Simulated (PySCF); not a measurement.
Species: C4H10N (doublet state).
SMILES with atom numbers: `[CH2:1][CH2:2][C@H:3]([CH3:4])[NH2:5]` (hydrogens: H6, H7 on C1; H8, H9 on C2; H10 on C3; H11, H12, H13 on C4; H14, H15 on N5)

Cartesian coordinates in Å at the PBE0-D3(BJ)/def2-SVP level; atoms count from 1:
```
atom  x, y, z in Å
C1    -2.2166    0.1330   -0.0567
C2    -0.9474   -0.5823    0.2217
C3     0.3271    0.1977   -0.1998
C4     1.5753   -0.6244    0.0743
N5     0.4635    1.5026    0.4185
H6    -2.6365    0.1501   -1.0665
H7    -2.7184    0.7338    0.7059
H8    -0.8595   -0.8062    1.3006
H9    -0.9391   -1.5536   -0.3061
H10    0.2571    0.3654   -1.2906
H11    2.4712   -0.0744   -0.2471
H12    1.5456   -1.5926   -0.4473
H13    1.6743   -0.8301    1.1540
H14    0.5249    1.3987    1.4319
H15   -0.3705    2.0604    0.2417
```

The hyperfine couplings belong to this conformer and change with its torsions.

The calculation used UKS B3LYP, IGLO-III on C N, pcH-1 on H, non-relativistic, mean-field spin-orbit, GIAO in PySCF. Geometry: PBE0-D3(BJ)/def2-SVP, one conformer, isolated molecule. Stability of the SCF solution: not tested.

(1) What is the g tensor, term by term?

(2) What effective moment and Curie constant follow for a powder?

(3) At 9.62 GHz, how far is the centre of the isotropic spectrum from where a free electron (g = 2.002319) resonates?

(4) What are the electron Larmor frequencies g μB B/h along the three axes at 350 mT?

(5) In a frozen sample, at which fields do the three g values resonate at 9.5, 34, 94 and 263 GHz (hyperfine left aside), and which band first spreads them over more than twice a line width of 0.3 mT?

## Answers

(1) 
| Δg (ppm) | 1 | 2 | 3 |
| --- | --- | --- | --- |
| relativistic mass correction | -138 | -138 | -138 |
| gauge correction | 10 | 36 | 33 |
| orbital Zeeman/spin–orbit | -29 | 560 | 966 |
| total | -158 | 458 | 860 |

So g = 2.00216, 2.00278, 2.00318 and g_iso = 2.00271; the tensor is rhombic: the two nearest values differ by 40 % of g3 − g1. Axes: g2 points within 15° of the C1–C2 bond.

(2) With the mean of g² = 4.0108 and S(S+1) = 0.75: μ_eff = √(⟨g²⟩S(S+1)) = 1.734 μB and χT = 0.12505·⟨g²⟩·S(S+1) = 0.376 cm³ K/mol (cgs; spin-Hamiltonian part alone).

(3) B = hν/(g μB) with μB/h = 13.99624 MHz/mT gives 343.27 mT for the free electron and 343.20 mT at g_iso, 0.07 mT lower.

(4) 9.8080, 9.8110, 9.8129 GHz for g1, g2 and g3, a range of 5.0 MHz.

(5) 
```tsv
band	GHz	B(g3) mT	B(g2) mT	B(g1) mT	spread mT
X	9.5	338.84	338.91	339.01	0.17
Q	34.0	1212.68	1212.93	1213.30	0.62
W	94.0	3352.71	3353.39	3354.42	1.70
J	263.0	9380.46	9382.35	9385.23	4.77
```

The spread grows in proportion to the frequency. Q band is the first where it exceeds 0.6 mT.

Largest spin populations (Mulliken): C1 (+1.10) and C2 (-0.10). No atom but C1 exceeds +0.15. The positive populations add up to 1.20 and the negative ones to -0.20, together 2S = 1. The angles at C1 add up to 359.8°, so it is planar; its axial dipolar tensor and the negative couplings of its protons fit spin in a p orbital normal to that plane.

The HOMO–LUMO gaps are 6.57 eV among the α and 4.76 eV among the β orbitals.

Time: 94 s wall (with the writing of density and orbital grids). Hardware: one thread of an Arm Neoverse N1 (shared host).
